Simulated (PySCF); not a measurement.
## How methods differ on the ionisation energy of N

N [He] 2s2 2p3 (4S) → N⁺ [He] 2s2 2p2 (3P), as a difference of total energies. Calculation: PySCF 2.14, in aug-cc-pVDZ (4s3p2d, 23 functions); no relativity, point nucleus. Correlated levels: valence: 1s2 frozen. The calculations carry no spin-orbit coupling.

```csv
method,ionisation energy (eV)
UHF,13.930
PBE0,14.733
M06-2X,14.579
MP2 (valence),14.478
SCS-MP2 (valence),14.260
CCSD (valence),14.346
CCSD(T) (valence),14.357
```

Errors of the correlated levels include the incompleteness of this basis and the frozen core.

Q: Which method comes closest to the reference value, and which is furthest?

A: The reference is 14.545 eV (measured; NIST levels, between the centres of gravity of the two terms). Closest: M06-2X (error 0.034 eV); furthest: UHF (error -0.615 eV).
